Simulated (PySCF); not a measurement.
CFCl3.
SMILES: `FC(Cl)(Cl)Cl`

Method used: B3LYP/pcX-1 in PySCF (dipole) on a GFN2-xTB geometry, gas phase.

Masses are those of the commonest isotopes; rigid-rotor values at the optimised geometry. 

(1) What are A, B and C (GHz)?

(2) Classify the top.

(3) Is it planar, by Δ = Ic − Ia − Ib?

(4) Where do the R-branch lines fall?

(5) Estimate the classical rotational partition function at 100 K, 298.15 K and 500 K.

## Answers

(1) Ia = 206.75, Ib = 206.79, Ic = 295.71 u·Å²; 505379 MHz·u·Å²/I gives 2444, 2444 and 1709 MHz, that is A = 2.4444, B = 2.4439, C = 1.7091 GHz.

(2) An oblate symmetric top, as the point group C3v requires two equal moments; Ray's κ = 0.999.

(3) Not planar: Δ = Ic − Ia − Ib = -117.84 u·Å². For a rigid frame Δ = −2 Σ m c², so Σ m c² = 58.92 u·Å² lies off the ab plane. The atom farthest from that plane is 1.59 Å away.

(4) The dipole of 0.41 D lies along the symmetry axis, so ΔK = 0 and J+1 ← J falls at 2B(J+1) for every K: 4.89 GHz, 9.78 GHz, 14.66 GHz, 19.55 GHz, 24.44 GHz for J = 0 to 4.

(5) Point group C3v, symmetry number σ = 3; q = (√π/σ)·√((kT/h)³/(ABC)), k/h = 20836.6 MHz/K: 17600 at 100 K, 90500 at 298.15 K, 197000 at 500 K.

Not checked by GFN2-xTB frequencies. Constants of a rigid frame at the computed geometry: no zero-point averaging, no centrifugal distortion.

The run took 7.6 s of wall time on one thread of an Intel Xeon at 2.30 GHz, on a shared host, and the process peaked at 0.86 GiB of memory. This is the B3LYP/pcX-1 job that gave the dipole, with the shieldings it also computed.
